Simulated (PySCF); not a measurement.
**Frontier levels across methods**

Compound: C₄H₄F₂.
Structure used (PBE0-D3(BJ)/def2-SVP), in Å, numbered top down from 1:
```xyz
10
C4H4F2 angstrom
F     -2.5491   -0.8794    0.9838
C     -2.0549   -0.0855   -0.0165
C     -0.6007   -0.0209   -0.0039
C      0.6092    0.0425   -0.0003
C      2.0625    0.1278    0.0142
F      2.6318   -0.5220   -1.0478
H     -2.3944   -0.4846   -0.9887
H     -2.4731    0.9300    0.0991
H      2.4453   -0.3158    0.9503
H      2.3740    1.1869   -0.0119
```

Basis pcSseg-2 throughout (PySCF), one geometry. Geometry: PBE0-D3(BJ)/def2-SVP; no solvent, vibrations or thermal averaging.

Task: How do the orbital energies, the gap and the dipole change with the method?

Result: 
| method | kind | HOMO (eV) | LUMO (eV) | gap (eV) | μ (D) | SCF cycles |
| --- | --- | --- | --- | --- | --- | --- |
| BLYP | GGA | -6.79 | -1.12 | 5.67 | 1.80 | 15 |
| OPBE | GGA | -6.87 | -1.12 | 5.75 | 1.71 | 15 |
| B97-D | GGA | -6.88 | -1.12 | 5.77 | 1.78 | 14 |
| PBE | GGA | -6.92 | -1.24 | 5.67 | 1.77 | 14 |
| KT2 | GGA | -6.94 | -1.27 | 5.67 | 1.77 | 15 |
| KT3 | GGA | -6.97 | -1.25 | 5.72 | 1.75 | 15 |
| BP86 | GGA | -7.00 | -1.29 | 5.71 | 1.78 | 14 |
| LDA | LDA | -7.08 | -1.50 | 5.59 | 1.85 | 14 |
| B97-2 | global hybrid | -7.91 | -0.26 | 7.65 | 1.86 | 13 |
| B3LYP | global hybrid | -7.96 | -0.49 | 7.47 | 1.89 | 13 |
| PBE0 | global hybrid | -8.17 | -0.23 | 7.95 | 1.87 | 13 |
| mPW1PW91 | global hybrid | -8.20 | -0.23 | 7.96 | 1.87 | 13 |
| BHandHLYP | global hybrid | -9.31 | 0.75 | 10.05 | 1.99 | 12 |
| CAM-B3LYP | range-separated hybrid | -9.56 | 0.80 | 10.36 | 1.94 | 12 |
| wB97X-D | range-separated hybrid | -10.03 | 1.62 | 11.65 | 1.89 | 13 |
| LC-wPBE | range-separated hybrid | -10.95 | 2.00 | 12.95 | 1.93 | 13 |
| HF | Hartree–Fock | -10.98 | 2.55 | 13.52 | 2.08 | 12 |

The HOMO spans 4.18 eV, from BLYP down to HF, and the gap runs from 5.59 eV (LDA) to 13.52 eV (HF). Over the methods BLYP (0 %), OPBE (0 %), B97-D (0 %), PBE (0 %), KT2 (0 %), KT3 (0 %), BP86 (0 %), LDA (0 %), B97-2 (21 %), B3LYP (20 %), PBE0 (25 %), mPW1PW91 (25 %), BHandHLYP (50 %), HF (100 %), a straight line through the gap against the share of exact exchange rises by 0.80 eV for each 10 % (correlation coefficient 0.998). The dipole ranges from 1.71 D (OPBE) to 2.08 D (HF). This basis has no diffuse functions.

The vertical ΔSCF ionisation energy at PBE0/def2-SVPD is 10.49 eV; −ε(HOMO) comes closest to it with LC-wPBE (10.95 eV) and wB97X-D (10.03 eV).
